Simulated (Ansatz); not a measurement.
Ansatz (a program for electronic structure) input (B3LYP/LANL2DZ): The .json file is the Basis Set Exchange's LANL2DZ.

Ansatz 0.2 input:
```yaml
crystal:
  periodic: [false, false, false]
  atoms:
    - {symbol: C, position_ang: [-0.90662125, 0.03356361, 0.01032845]}
    - {symbol: O, position_ang: [-0.65976389, -1.22345915, 0.01905495]}
    - {symbol: O, position_ang: [0.01796517, 0.87372362, -0.00828984]}
    - {symbol: H, position_ang: [-1.92429970, 0.42273406, 0.01867193]}
    - {symbol: C, position_ang: [1.44997031, 0.46407951, -0.02130595]}
    - {symbol: H, position_ang: [1.98517887, 1.40495353, -0.03628633]}
    - {symbol: H, position_ang: [1.64490934, -0.10607014, 0.88265114]}
    - {symbol: H, position_ang: [1.62376902, -0.12272839, -0.91889202]}
    - {symbol: H, position_ang: [-1.45526222, -1.78686349, 0.03359938]}
basis:
  gaussian:
    orbitals: LANL2DZ.json
hamiltonian:
  xc: {name: B3LYP}
total_charge: 1
output: {forces: true}
```

Task: What final total energy does it give?

Result: -229.32962 Eh.
